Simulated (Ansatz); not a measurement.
What does this script print? It uses Ansatz's Python interface.

`run_torsion.py`
```python
from dataclasses import dataclass
import warnings

import ansatz
from ase import Atoms


@dataclass(frozen=True)
class RunConfig:
    basis_set: str = "def2-SVP"
    xc: str = "CAM-B3LYP"
    force_tol: float = 0.02


opts = RunConfig()

warnings.simplefilter("ignore", ansatz.DeckWarning)

atoms = Atoms(["B", "C", "C", "H", "H", "H", "H", "H", "H", "H"], positions=[
    (-0.8988, 0.7983, -0.7001),
    (0.4706, 0.3168, -0.2175),
    (0.306, -0.8944, 0.6804),
    (-1.8702, 0.316, -0.3776),
    (-1.007, 1.7744, -1.4443),
    (0.9854, 1.1538, 0.3316),
    (1.1123, 0.0524, -1.0998),
    (1.386, -1.2125, 1.0105),
    (-0.25, -0.6234, 1.6413),
    (-0.1512, -1.7326, 0.1785),
])

first = (
    ansatz.Crystal.molecule_from_ase(atoms).calculation()
    .basis(gaussian=opts.basis_set)
    .functional(opts.xc)
    .relax(force_tolerance=opts.force_tol, max_steps=80)
)
atoms.positions = first.run(threads=1, pin="off").report["positions_ang"]

start = atoms.get_dihedral(2, 1, 0, 3)
energies = {}
for turn in range(0, 360, 40):
    turned = atoms.copy()
    turned.set_dihedral(2, 1, 0, 3, start + turn, indices=[0, 3, 4])
    calc = (
        ansatz.Crystal.molecule_from_ase(turned).calculation()
        .basis(gaussian=opts.basis_set)
        .functional(opts.xc)
    )
    energies[round((start + turn) % 360)] = calc.run(threads=1, pin="off").report["free_energy_ev"]
floor = min(energies.values())
print("dihedral C2-C1-B0-H3 (deg)   E - E(min) (kJ/mol)")
for angle, e in sorted(energies.items()):
    print(f"{angle:8d} {96.485332 * (e - floor):14.3f}  " + "#" * int(30 * (e - floor) / max(max(energies.values()) - floor, 1e-9)))
```

Output of `python run_torsion.py`:
```text
dihedral C2-C1-B0-H3 (deg)   E - E(min) (kJ/mol)
      40          6.526  #############
      80         14.966  ##############################
     120         11.457  ######################
     160          2.286  ####
     200          2.284  ####
     240         11.462  ######################
     280         14.966  #############################
     320          6.528  #############
     360          0.000
```

Caveats:
- The settings weren't tested for convergence.
- The scan is rigid and the energies are electronic, in a modest basis. With rigid groups the curve can differ much from the relaxed path, the start wasn't checked as a minimum of this torsion, and equivalent turns needn't return to the same energy.
- It ran for 29 s on 1 thread of Arm Neoverse V2, with other jobs on the host, peak memory 0.22 GiB.
